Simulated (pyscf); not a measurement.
This saddle point was located with ωB97X-D3(BJ)/def2-SVP in PySCF.

```
Si
N 1 1.7172
H 2 1.0127 1 121.03
H 2 1.0143 3 113.32 1 162.91
N 1 1.7219 2 108.33 3 -149.05
H 5 1.0146 1 120.70 2 -162.43
H 5 1.0150 6 111.81 1 150.27
H 1 1.4978 2 119.05 3 90.48
Cl 1 2.4782 8 105.53 5 -128.41
H 9 1.4677 1 174.47 8 -107.10
```
Charge 0, spin multiplicity 2.

Surface: doublet, charge 0. Lowest wavenumbers (cm⁻¹): 584i, 95, 144, 214, 233.

Q: What reaction is this the transition state of?

A: `[NH2][SiH]([NH2])[Cl]` + `[H]` [doublet] ⇌ `[NH2][SiH][NH2]` [doublet] + `[ClH]`, an atom transfer read from left to right: Cl–Si broken and Cl–H formed. At ωB97M-D3(BJ)/def2-TZVP it lies +25.5 kcal/mol from the left side and +10.7 kcal/mol from the right (each side as separated species at their lowest minima found). On the product side the descent ends in a complex (not fully relaxed), 6.5 kcal/mol under the separated species and 16.9 kcal/mol under the saddle at ωB97X-D3(BJ)/def2-TZVP. The same reactants have a lower exit, to H₂N–Si•(NH₂)–Cl + H₂ (barrier +4.9 kcal/mol at ωB97M-D3(BJ)/def2-TZVP, against +25.5 kcal/mol here). This is the saddle that the search found; another between the same sides may lie lower. The angle at the transferred Cl is 174°.
